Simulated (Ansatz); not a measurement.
Reaction (SMILES): C#C (C2H2) → C2H2+ (doublet, bonded as C#C) + e-
B3LYP-D3(BJ)/def2-TZVP geometries, fixed; electronic energies without zero-point terms.
Largest species:
```xyz
4

C      0.0000     0.0000    -0.5984
C      0.0000     0.0000     0.5984
H      0.0000     0.0000     1.6611
H      0.0000     0.0000    -1.6611
```

Basis-set convergence of the adiabatic ionisation energy at r2SCAN with Ansatz (a first-principles code). Cartesian d functions, on some or all atoms, in 6-31G**, 6-31+G*; all else is spherical. The program fits the integrals of some runs and decomposes those of others, by size. Open shells are unrestricted. No added dispersion term, no relativity. Functions are those of the species that has most. Reference: the value in aug-pcseg-3, 11.145 eV, itself unsure by roughly 0.004 eV (its mean distance from aug-cc-pVQZ, cc-pV5Z, def2-QZVPPD). Deviations are taken from unrounded values.

| basis | functions | adiabatic ionisation energy (eV) | minus reference (eV) |
|---|---|---|---|
| STO-3G | 12 | 10.204 | -0.941 |
| 3-21G | 22 | 11.335 | 0.190 |
| pcseg-0 | 22 | 11.445 | 0.301 |
| def2-SV(P) | 32 | 11.112 | -0.032 |
| 6-31G** | 40 | 10.945 | -0.200 |
| 6-31+G* | 42 | 11.050 | -0.094 |
| 6-311G** | 48 | 11.140 | -0.005 |
| def2-SVPD | 56 | 11.145 | 0.000 |
| aug-cc-pVDZ | 64 | 11.092 | -0.053 |
| 6-311++G(2d,2p) | 74 | 11.155 | 0.010 |
| def2-TZVP | 74 | 11.128 | -0.017 |
| cc-pVTZ | 88 | 11.131 | -0.013 |
| pcseg-2 | 88 | 11.154 | 0.009 |
| def2-TZVPP | 90 | 11.132 | -0.012 |
| def2-TZVPD | 92 | 11.132 | -0.013 |
| 6-311++G(3df,3pd) | 114 | 11.149 | 0.005 |
| pcseg-3 | 186 | 11.145 | 0.001 |
| cc-pV5Z | 292 | 11.141 | -0.004 |
